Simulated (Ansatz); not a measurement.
**CH4Si (SMILES [CH][SiH3]): FCI/STO-3G**

What is the energy change on altering one bond length of CH4Si at FCI/STO-3G? 

The calculation is run with Ansatz 0.2.0.

40 further runs of the same task are left out: 40 set aside as unsound or not needed.

## (1) Starting point

CH4Si has 6 atoms, charge 0, and is taken as a triplet. As SMILES, `[CH][SiH3]`. Geometry: relaxed at GFN2-xTB.

Bond lengths: C1–Si2 1.808 Å, C1–H3 1.070 Å, Si2–H4 1.473 Å, Si2–H5 1.473 Å, Si2–H6 1.464 Å. Angles: C1–Si2–H4 110.4°, C1–Si2–H5 110.4°, C1–Si2–H6 109.0°, Si2–C1–H3 147.9°, H4–Si2–H5 108.7°, H4–Si2–H6 109.2°, H5–Si2–H6 109.2°.

## (2) The energy at FCI/STO-3G

Input file job.yaml:

```yaml
crystal:
  periodic: [false, false, false]
  atoms:
    - symbol: C
      position_ang: [0.667310, -0.852170, 0.734600]
    - symbol: Si
      position_ang: [-0.258900, 0.404300, -0.178590]
    - symbol: H
      position_ang: [1.137890, -1.813490, 0.730980]
    - symbol: H
      position_ang: [-1.544120, -0.143200, -0.644620]
    - symbol: H
      position_ang: [0.511450, 0.860970, -1.347520]
    - symbol: H
      position_ang: [-0.513620, 1.543590, 0.705170]
basis:
  gaussian:
    orbitals: STO-3G
magnetization:
  spin_polarized: true
  initial_magnetization: 2
correlation:
  method: fci
  frozen_orbitals: {C: 1, H: 0, Si: 5}
accuracy: high
```

Command:

```
$ ansatz run job.yaml --threads 1 --pin off --max-ram 2610MiB --events-out events.jsonl --progress --plain --runs-dir runs
```

What it wrote:

```text
Warning: RAYON_NUM_THREADS=1 ignored (pool sized by the plan → 1); use --threads N
Functional definition: HF
  name "HF"
  exchange = exact_x
  correlation = 0
311 factors; integrals over basis functions are off by at most 7.9e-9 eV
mean field evaluation 1: about -8848.7712 eV, gradient 9.2e0 eV
mean field evaluation 2: about -8848.7835 eV, gradient 9.1e0 eV
mean field evaluation 4: about -8849.8654 eV, gradient 1.2e0 eV
mean field evaluation 8: about -8849.8899 eV, gradient 1.1e-2 eV
mean field -8849.88988323 eV, -325.2274545377 hartree, gradient 1.3e-8 eV, S^2 2.031190; 0 other end points of the search recorded, 0 dependent functions left out
mean field evaluation 16: about -8849.6449 eV, gradient 9.2e-1 eV
6 core orbitals not correlated: weight in the atoms' cores, before any rotation towards them, 1.000 or more for the frozen orbitals, at most 0.000 for the correlated occupied ones
reference -8849.64491755 eV, -325.2184522153 hartree; 7, 5 occupied and 5, 7 virtual orbitals, 311 factors
state -8852.36374014 eV, -325.3183671025 hartree
Total energy: -8852.36374014 eV, -325.3183671025 hartree
```

Run time: 3.6 s. Hardware: 1 thread of Arm Neoverse V1, shared host; peak memory 0.13 GiB.

## (3) The distorted shape

Input file run.yaml:

```yaml
crystal:
  periodic: [false, false, false]
  atoms:
    - {symbol: C, position_ang: [0.549668, -0.611845, 0.735505]}
    - {symbol: Si, position_ang: [-0.376542, 0.644625, -0.177685]}
    - {symbol: H, position_ang: [1.137890, -1.813490, 0.730980]}
    - {symbol: H, position_ang: [-1.661762, 0.097125, -0.643715]}
    - {symbol: H, position_ang: [0.393808, 1.101295, -1.346615]}
    - {symbol: H, position_ang: [-0.631262, 1.783915, 0.706075]}
basis:
  gaussian:
    orbitals: STO-3G
magnetization:
  spin_polarized: true
  initial_magnetization: 2
correlation:
  method: fci
  frozen_orbitals: {C: 1, H: 0, Si: 5}
accuracy: high
```

Command:

```
$ ansatz run run.yaml --threads 1 --pin off --max-ram 2610MiB --events-out events.jsonl --progress --plain --runs-dir runs
```

What it wrote:

```text
Warning: RAYON_NUM_THREADS=1 ignored (pool sized by the plan → 1); use --threads N
Functional definition: HF
  name "HF"
  exchange = exact_x
  correlation = 0
312 factors; integrals over basis functions are off by at most 1.7e-8 eV
mean field evaluation 1: about -8847.6140 eV, gradient 9.1e0 eV
mean field evaluation 2: about -8847.6244 eV, gradient 9.0e0 eV
mean field evaluation 4: about -8848.7965 eV, gradient 1.5e0 eV
mean field evaluation 8: about -8848.8660 eV, gradient 4.2e-2 eV
mean field -8848.86411363 eV, -325.1897582005 hartree, gradient 1.5e-8 eV, S^2 2.058708; 0 other end points of the search recorded, 0 dependent functions left out
mean field evaluation 16: about -8848.5690 eV, gradient 1.3e0 eV
6 core orbitals not correlated: weight in the atoms' cores, before any rotation towards them, 1.000 or more for the frozen orbitals, at most 0.000 for the correlated occupied ones
reference -8848.56660702 eV, -325.1788250341 hartree; 7, 5 occupied and 5, 7 virtual orbitals, 312 factors
state -8851.65328195 eV, -325.2922582455 hartree
Total energy: -8851.65328195 eV, -325.2922582455 hartree
```

Wall time 3.9 s (1 thread of Arm Neoverse V1, shared host); peak memory 0.13 GiB.

## (4) What came out

Level: FCI/STO-3G, 6 core orbitals frozen.

```
                                                         quantity          value
                                        first shape: total energy  -325.31837 Eh
         first shape: correlation energy (6 core orbitals frozen)      -99.9 mEh
                                    distorted shape: total energy  -325.29226 Eh
     distorted shape: correlation energy (6 core orbitals frozen)     -113.4 mEh
energy change with the C1–H3 bond stretched from 1.070 to 1.338 Å       0.710 eV
```

What this shows: With the C1–H3 bond stretched from 1.070 to 1.338 Å the energy rises by 0.71 eV (68.5 kJ/mol). The first shape isn't relaxed at this level, so the change isn't measured from a minimum. The minimal basis adds a large error of its own.
